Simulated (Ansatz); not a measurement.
Two shapes of doublet CHO.

Shape 1:

```xyz
3

C     0.0278    0.5251   -0.3122
H    -0.0466    1.5053    0.2106
O    -0.0151   -0.5725    0.2627
```

Shape 2:

```xyz
3

C     0.0000    0.4471   -0.3001
H     0.0000    1.3738    0.1812
O     0.0000   -0.5071    0.2024
```

Basis set: def2-TZVP (spherical functions). Frozen core: 2 orbitals. Charge 0, multiplicity 2.

Computed with Ansatz (development build ahead of 0.2.0); each method stands on the lowest determinant of its kind that the runs found.

(1) Which shape is lower in energy, and by how much in each method?

Answers

(1)

```tsv
method	E(2) − E(1) (eV)
UHF	0.061
UHF-MP2	0.576
```

Shape 1 is lower.
